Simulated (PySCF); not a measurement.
Species: C₄H₃N (charge +1 and doublet state).
SMILES with atom numbers: `[N:1]#[C:2][C+:3]1[CH:4][CH2:5]1` (hydrogens: H6 on C4; H7, H8 on C5)

Cartesian coordinates in Å at the GFN2-xTB level; atoms count from 1:
```xyz
8
C4H3N angstrom
N      2.902   -0.496   -0.150
C      1.759   -0.370   -0.148
C      0.403   -0.207   -0.020
C     -0.836   -0.711    0.181
C     -0.753    0.721   -0.060
H     -1.448   -1.550    0.442
H     -1.027    1.415    0.747
H     -0.991    1.207   -1.016
```

Computed, not measured: PySCF 2.14.0, UKS B3LYP, pcH-1 on C H N, non-relativistic, mean-field spin-orbit, GIAO. Geometry: GFN2-xTB; no solvent, vibrations or thermal averaging. Couplings are sensitive to structure, and on GFN2-xTB geometries they can be far from those on DFT ones, by a factor of two or more for some ions and for spin on atoms past the first row. No stability test was run, so a lower SCF solution isn't excluded.

(1) Predict the first-order ENDOR lines of C5, C4, C2, C3, N1, H7/H8 and H6 under fast tumbling at B = 1208.4 mT (Q band).

(2) Which pairs are centred on the nuclear Larmor frequency, and which on half the coupling?

(3) At what field would the lower line of C2 fall to zero frequency?

## Answers

(1) For S = 1/2 in fast tumbling each set of equivalent nuclei gives two lines, ν± = |νn ± a/2| to first order, with νn = g_N μN B/h and μN/h = 7.62259 MHz/T.

| nuclei | isotope | g_N | νn (MHz) | a_iso (MHz) | lower line (MHz) | upper line (MHz) |
| --- | --- | --- | --- | --- | --- | --- |
| C5 | 13C | 1.4048 | 12.94 | -50.38 | 12.25 | 38.13 |
| C4 | 13C | 1.4048 | 12.94 | 32.80 | 3.46 | 29.34 |
| C2 | 13C | 1.4048 | 12.94 | -23.52 | 1.18 | 24.70 |
| C3 | 13C | 1.4048 | 12.94 | 20.02 | 2.93 | 22.95 |
| N1 | 14N | 0.4038 | 3.72 | 4.74 | 1.35 | 6.09 |
| H7/H8 | 1H | 5.5857 | 51.45 | 285.28 | 91.19 | 194.09 |
| H6 | 1H | 5.5857 | 51.45 | -28.71 | 37.10 | 65.80 |

The rows for 13C, of low natural abundance, apply to labelled samples.

(2) Centred on νn, since |a| < 2νn: C2, C3, N1 and H6. Centred on |a|/2 and split by 2νn: C5, C4 and H7/H8.

(3) Where νn = |a|/2, that is B = 11.76 MHz/(1.4048 × 7.62259 MHz/T) = 1100 mT, as far as first order holds there.

Nuclei that the bonding pattern makes equivalent are averaged, as if the motion that swaps them (rotation, inversion, ring flip) were fast.

Time: 14 s (with the writing of density and orbital grids); peak memory 0.62 GiB. Hardware: an Arm Neoverse V2 with one thread, on a shared host.
